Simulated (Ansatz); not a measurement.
Which is lower?

Two relaxed structures of CH$_{5}$OSi (charge +1), closed shell (PBE0-D4/def2-TZVP; forces vanish, vibrations not checked).

A:

C1  (-0.521, 0.695, -0.299)
Si2  (0.718, -1.898, 0.650)
O3  (0.601, -0.148, 0.180)
H4  (-1.383, 0.037, -0.338)
H5  (-0.255, 1.067, -1.286)
H6  (-0.660, 1.497, 0.422)
H7  (1.422, 0.365, 0.245)
H8  (-0.756, -2.041, 0.337)
(Å)

B:

C1  (-0.200, -1.494, 0.219)
Si2  (0.659, -0.061, 0.248)
O3  (-0.256, 1.347, -0.424)
H4  (-1.220, -1.605, -0.131)
H5  (-1.115, 1.237, -0.863)
H6  (-0.087, 2.275, -0.195)
H7  (1.933, 0.553, 0.625)
H8  (0.294, -2.399, 0.559)
(Å)

Program: Ansatz 0.2.0. Basis: def2-TZVPP. Cores are frozen in the correlated methods. B3LYP uses VWN-RPA correlation.

(1) Which structure is lower at CCSD(T), and by how much? (An estimate is asked for; the value comes from the calculation.)

(2) Do the other methods give the same order? (Judge from chemistry; the calculation decides.)

No T1 diagnostic of these runs exceeds 0.013. The restricted Hartree–Fock reference is unstable towards an unrestricted one at one or more of these structures.

Answers

(1) Computed: A, by 0.200 eV (electronic energy, against the other). By their contacts, A is CH₅OSi ([CH3][OH][SiH]), total charge +1 and B is CH₅OSi ([CH2][SiH][OH2]), total charge +1.

(2) By the calculation: Not all: r2SCAN-D4 gives the other order.

| method | E(B) − E(A) (eV) |
| --- | --- |
| PBE-D4 | 0.047 |
| r2SCAN-D4 | -0.089 |
| PBE0-D4 | 0.095 |
| B3LYP-D4 | 0.212 |
| wB97M-V | 0.257 |
| HF | 0.499 |
| MP2 | 0.063 |
| CCSD | 0.281 |
| CCSD(T) | 0.200 |

Labels in which every atom is bracketed show which atoms are joined, not bond orders.

For scale, one of the runs: CCSD(T)/def2-TZVPP, 174 basis functions, launched by `ansatz run in.yaml --threads 2 --pin off --events-out ev --progress --plain --max-ram 4352MiB`. Hardware: 2 CPU threads of an Arm Neoverse V2, shared host. Wall time 22 s; peak host memory 1.5 GiB.
